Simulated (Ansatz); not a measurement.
A run of Ansatz (development build ahead of 0.2.0) on singlet CH₂ at this shape:

```xyz
3

C     0.0019   -0.0058   -0.1717
H     0.0031    0.8537    0.5341
H    -0.0072   -0.8554    0.5365
```

Its results:

```json
{
  "Converged": "yes",
  "Total energy": "-38.89271 hartree",
  "Spin squared of the determinant": "0.000"
}
```

**Question.** Which input gives this output? Name the method, the orbitals and the basis set, and write the input.

**Answer.** RHF in def2-TZVP. An unrestricted run that stays on the closed shell gives the same numbers.

```yaml
crystal:
  periodic: [false, false, false]
  atoms:
    - { symbol: C, position_ang: [0.00189, -0.00577, -0.17168] }
    - { symbol: H, position_ang: [0.00306, 0.85367, 0.53406] }
    - { symbol: H, position_ang: [-0.00719, -0.85535, 0.53652] }
basis:
  gaussian: { orbitals: def2-TZVP }
hamiltonian:
  xc: hf
```

Caution: in another basis set an unrestricted determinant lies well below; another spin multiplicity may lie lower.
